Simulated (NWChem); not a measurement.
Total energies of H$_{3}$Si

```
Si
H 1 1.5051
H 1 1.5051 2 111.26
H 1 1.5051 2 111.26 3 -124.66
```
Charge 0, spin multiplicity 2.

Everything below was run with NWChem. The geometry was optimised at UPBE/def2-SVP, a minimum by its harmonic frequencies.

Basis set: def2-SVP (33 functions).

```json
[
 {"method": "UHF", "total energy (Ha)": "-290.53341"},
 {"method": "UMP2", "total energy (Ha)": "-290.62706"},
 {"method": "UB2PLYP", "total energy (Ha)": "-290.99858"},
 {"method": "UPBE", "total energy (Ha)": "-290.97315"},
 {"method": "UB3LYP", "total energy (Ha)": "-291.15840"},
 {"method": "UBLYP", "total energy (Ha)": "-291.12190"}
]
```

Total energies of different functionals aren't comparable as a measure of quality: only differences taken within one method are. 

The correlated methods keep 5 core orbitals frozen. B3LYP has NWChem's definition, with VWN1-RPA local correlation. The structure started from a generated list of species. The unpaired electrons of the parent sit in orbitals of symmetry a' (Cs labels of the run); other states weren't searched. No SCF solution was tested for a lower state. Open-shell Hartree-Fock references start from PBE0 orbitals.
